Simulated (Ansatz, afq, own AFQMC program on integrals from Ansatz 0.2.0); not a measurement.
# Breaking Ag2–C1 in AgCH$_{3}$, singlet

```xyz
5

C    -0.1724    0.0602   -0.0797
Ag    1.6428   -0.6853    0.6304
H    -0.9332   -0.0811    0.7000
H    -0.4431   -0.4952   -0.9878
H    -0.0442    1.1278   -0.3043
```

Products: Ag (doublet, the lower of two spins tried) and CH3 (doublet), each relaxed with PBE0/def2-SVP like the molecule; electronic energies without zero-point terms. Determinants: RHF, UHF and UHF in that order.

Basis def2-TZVP with its core potentials. Only valence electrons are correlated. Integrals, coupled cluster, full CI and functionals: Ansatz 0.2.0; the random walks run on the same integrals in our own AFQMC program. ph-AFQMC/CISD is guided by a CISD state made of CCSD amplitudes; releasing the constraint for a short imaginary time cuts its bias at the price of noise, slowly where states lie close. Error bars are statistical, one sigma. No spin–orbit coupling. The metal's outer-core s and p shells are frozen, which shifts wave-function levels against functionals. The errors of all members are added in quadrature.

No full CI on the walks' own integrals is used here; CCSDT(Q) serves as the reference and is uncertain by about the last step of the cluster series. Each member takes its own surest rung, up to full CI.

The best estimate is CCSD(T) at the basis-set limit (CBS: def2-TZVPP and def2-QZVPP, with their diffuse functions for anions and beside diffuse sets, CCSD(T) itself extrapolated) plus the step from CCSD(T) to CCSDT(Q) in def2-TZVP. Rows without CBS are in def2-TZVP; B2PLYP and the wave-function rows carry a basis error of their own. Core correlation and relativity beyond core potentials are missing, and ± holds the sampling alone.

Cautions: no spin-orbit coupling; outer-core shells of the metal frozen; AgCH₃ (singlet): the released energies are still falling, so no released level is given (meV from the phaseless value at times in 1/Eh: -9 ± 4 at 0.24, -17 ± 6 at 0.60, -25 ± 7 at 1.20, -32 ± 10 at 1.80, -5 ± 18 at 2.60).

```
  level  bond energy (kJ/mol)
wB97M-V                 191.6
  B3LYP                 168.2
     HF                  23.1
```

Problem. From these cheaper values, estimate the bond energy at the level of the best estimate.

Solution. 182.4 kJ/mol (best estimate, highest rung CCSDT(Q)).

| level | bond energy (kJ/mol) | error against the best estimate (kJ/mol) |
| --- | --- | --- |
| MP2 | 198.2 | 15.8 |
| CCSD | 164.8 | -17.6 |
| CCSD(T) | 181.7 | -0.7 |
| CCSDT | 180.7 | -1.6 |
| CCSDT(Q) | 182.0 | -0.4 |
| ph-AFQMC/CISD | 181.8 ± 0.4 | -0.6 ± 0.4 |
| HF/CBS | 28.9 | -153.5 |
| MP2/CBS | 202.5 | 20.2 |
| CCSD(T)/CBS | 182.1 | -0.3 |
| PBE | 201.6 | 19.2 |
| r2SCAN | 181.3 | -1.0 |
| PBE0 | 174.3 | -8.0 |
| B2PLYP | 177.0 | -5.4 |

Correlation beyond CCSD(T) adds 0.3 kJ/mol. Going to the basis-set limit adds 0.4 kJ/mol at CCSD(T). The perturbative (T) step is worth +16.9 kJ/mol.

Best estimates are given only where the step beyond CCSD(T) is under 0.3 eV and no member's determinant is very poor (T1 over 0.05, or 0.07 for open shells, ⟨S²⟩ too high by 0.3, two states mixed), so the hardest cases are missing from such tables.

The functionals ran in a triple-zeta set and keep a basis error of their own, a few kJ/mol for each bond in atomization energies and more for double hybrids, so close places among them and the extrapolated levels can swap.

CCSDT and higher add their correlation energy to the determinant of the CCSD(T) run, since their own runs factorise the integrals more tightly (a shift of under 2 meV). Each member of a difference takes its own highest rung, so a best estimate needn't equal the limit plus the step of one row. A walk keeps the symmetry of its determinant, which the program's search chose and which needn't be the lowest solution, so a lower state of the same spin and another symmetry isn't excluded. The exponents were fitted on light atoms, and def2 sets of heavy atoms don't grow evenly, so the limit is rough here.
